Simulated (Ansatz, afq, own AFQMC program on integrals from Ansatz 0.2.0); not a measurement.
## Where AFQMC and coupled cluster stand for N₂H₂, singlet

```xyz
4

N     0.0000   -0.1891    0.5853
N     0.0000    0.1891   -0.5853
H     0.0000    0.6598    1.1746
H     0.0000   -0.6598   -1.1746
```

Connectivity, by distances: NH–NH.

Basis cc-pVDZ. Noble-gas cores (and the filled d shells of Ga–Kr and In–Xe) are frozen. Integrals, coupled cluster, full CI and functionals: Ansatz 0.2.0; the random walks run on the same integrals in our own AFQMC program. The CISD trial takes its coefficients from CCSD amplitudes. Released means that phaseless walkers are propagated on without the constraint, phases kept. ± is one standard error of the sampling.

Determinant: UHF, the one that the program's search chose, which needn't be the lowest solution. The geometry is a point of a scan.

No full CI on the walks' own integrals is used here; CCSDT(Q) serves as the reference and is uncertain by about the last step of the cluster series.

Cautions: an unrestricted solution with more broken spin lies lower (21 meV, ⟨S²⟩ 0.14), while this determinant keeps restricted orbitals; the ph-AFQMC/HF walk drifts between its halves (2.4 errors).

```
T1 diagnostic                               : 0.0109
weight of the determinant in the CISD state : 0.883
⟨S²⟩ of the determinant                     : 0.000
size of the correlated space                : 12 electrons in 36 orbitals
```

Reference: CCSDT(Q), correlation energy -9.789 eV. The released energy is read at 2.40 1/Eh (meV from the phaseless value at times in 1/Eh: -16 ± 21 at 0.24, -30 ± 17 at 0.51, -11 ± 19 at 0.99, -38 ± 24 at 1.62, -23 ± 24 at 2.40).

| level | E − E(reference) (kcal/mol) | share of correlation (%) |
| --- | --- | --- |
| HF | 225.74 | 0.00 |
| MP2 | 19.87 | 91.20 |
| CCSD | 8.11 | 96.41 |
| CCSD(T) | 0.96 | 99.57 |
| CCSDT | 0.77 | 99.66 |
| ph-AFQMC/HF | 0.97 ± 2.10 | 99.57 |
| ph-AFQMC/CISD | 0.35 ± 0.39 | 99.84 |
| released AFQMC | -0.18 ± 0.56 | 100.08 |

A walk keeps the symmetry of its determinant, which the program's search chose and which needn't be the lowest solution, so a lower state of the same spin and another symmetry isn't excluded. Released energies are given only where the last usable release times agree within the noise; a slower fall can still hide under it.
